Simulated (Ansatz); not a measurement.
Total energies of P3⁻ from Ansatz at PBE-D4/def2-TZVPD, gas phase (1 Eh = 27.2114 eV = 2625.5 kJ/mol). The reference geometry is relaxed at PBE-D4/def2-TZVPD.

Cartesian coordinates in Å:
```
P 0.187 1.309 -1.452
P 0.000 0.000 0.000
P -0.188 -1.309 1.452
```

| state | geometry | energy (Eh) |
| --- | --- | --- |
| charge -1 singlet | reference | -1023.66991 |
| charge 0 doublet | reference | -1023.56960 |
| charge -1 triplet | relaxed at PBE-D4/def2-TZVPD | -1023.63841 |
| charge -1 quintet | relaxed at PBE-D4/def2-TZVPD | -1023.59527 |

(1) Work out the vertical ionisation energy to the doublet.

(2) Which of the charge -1 states is lowest, and how far above it are the others?

(1) E(charge 0 doublet) − E(charge -1 singlet) = -1023.56960 − (-1023.66991) = 0.10031 Eh = 2.73 eV. For comparison, −ε of the highest occupied level is 0.15 eV at this level, 2.58 eV less.

(2) The singlet. triplet: -1023.63841 − (-1023.66991) = 0.03150 Eh = 82.7 kJ/mol; quintet: -1023.59527 − (-1023.66991) = 0.07464 Eh = 196.0 kJ/mol.

At PBE-D4/def2-TZVPD the highest occupied level of the charge -1 triplet lies above zero (up to 0.20 eV). It is a level of β spin, whose loss leaves a quartet; that state wasn't run at this geometry and level. The electron is either unbound and held by the finite basis, or the level is raised by self-interaction error. At PBE-D4/def2-TZVPD the highest occupied level of the charge -1 quintet lies above zero (up to 1.39 eV). It is a level of α spin, whose loss leaves a quartet; that state wasn't run at this geometry and level. The electron is either unbound and held by the finite basis, or the level is raised by self-interaction error. 

The structure comes from a short search, and lower isomers may exist.
